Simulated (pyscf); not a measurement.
Routes from H₃C–CH=NH (SMILES CC=N) + H₂ (SMILES [H][H])

Candidate steps break at most two bonds and form at most two. Each was searched with GFN2-xTB (tblite) first. Structures and frequencies: ωB97X-D3(BJ)/def2-SVP in PySCF. Energies: ωB97M-D3(BJ)/def2-TZVP, eV, from the separated reactants, singlet surface; ΔG‡ with ideal gas, 1 atm, RRHO with modes under 100 cm⁻¹ raised to 100, one conformer, R ln 2 for chiral ones without a mode under 150 cm⁻¹.

```tsv
products	type	ΔE‡	ΔE	ΔG‡ 298 K	ΔG‡ 900 K	ν‡ (cm⁻¹)
H₃C–CH=NH + H₂	four-centre exchange (H–N, H–H broken, H–N, H–H formed)	2.75	0.00	3.11	3.85	1150i
CH₄ + H₂C=NH	four-centre exchange	4.11	-0.47	4.47	5.21	1889i
H₃C–CH=NH + H₂	four-centre exchange (C–H, H–H broken, C–H, H–H formed)	4.78	0.00	5.08	5.86	1909i
```

Plain bond fissions and candidates not yet searched are not listed, and one of them may be faster. Each barrier is that of the saddle found; lower ones may exist. One closed-shell reference is unstable to symmetry breaking; treat the single-reference values with care.
